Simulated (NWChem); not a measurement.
Total energies of P

```
P
```
Charge 0, spin multiplicity 4.

Everything below was run with NWChem.

Basis set: cc-pVTZ (34 functions).

| method | total energy (Ha) | relative cost |
|---|---|---|
| UHF | -340.71631 | 1 |
| UMP2 | -340.79958 | under 3 |
| UB2PLYP | -341.14951 | under 3 |
| UPBE | -341.10768 | under 3 |
| UB3LYP | -341.28585 | under 3 |
| UM06-2X | -341.24696 | under 3 |

Total energies of different functionals aren't comparable as a measure of quality: only differences taken within one method are. Relative cost: rough, from shared machines, SCF included, UHF = 1.

The correlated methods keep 5 core orbitals frozen. B3LYP has NWChem's definition, with VWN1-RPA local correlation. No SCF solution was tested for a lower state. Open-shell Hartree-Fock references start from PBE0 orbitals; any time given for them includes that run.
